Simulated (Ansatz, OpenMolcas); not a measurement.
A ladder of methods for SiCl2 (SMILES Cl[Si]Cl)

SiCl2 has 3 atoms, charge 0, and is taken as a singlet. SMILES: `Cl[Si]Cl`. Geometry: relaxed at GFN2-xTB.

```xyz
3

Si    0.0051   -0.0069   -0.8693
Cl    1.5816   -0.0189    0.4441
Cl   -1.5868    0.0259    0.4253
```

Each level gives the vertical energy of the triplet above the singlet (eV). The values are calculated.

```
                             level                    kind     program  value (eV)  less FCI/STO-3G  CPU time (all runs)
                         HF/STO-3G            Hartree–Fock  OpenMolcas        2.11            -0.52                3.3 s
                       BLYP/STO-3G                     GGA      Ansatz        3.04            +0.41                3.5 s
                     revPBE/STO-3G                     GGA      Ansatz        2.92            +0.29                3.3 s
                      BHLYP/STO-3G           global hybrid      Ansatz        2.79            +0.16                3.6 s
                      HSE06/STO-3G  range-separated hybrid      Ansatz        2.81            +0.18                4.3 s
                      wB97X/STO-3G  range-separated hybrid      Ansatz        2.78            +0.15                 15 s
                     B2PLYP/STO-3G           double hybrid      Ansatz        2.82            +0.19                4.5 s
                        MP2/STO-3G     perturbation theory      Ansatz        2.50            -0.13               0.46 s
FCI/STO-3G, open shells restricted      exact in the basis  OpenMolcas        2.63             0.00                 22 s
```

FCI/STO-3G, open shells restricted is exact within its basis and frozen core, so for wave-function methods in that basis the difference is their error; functionals converge differently with the basis, so for them it is only a difference. The values span 2.11 to 3.04 eV. All rows use very small basis sets, so none should be taken for the real molecule's value. Times are those of the runs behind each value, whatever else they computed, on shared processors of several kinds: orders of magnitude only.
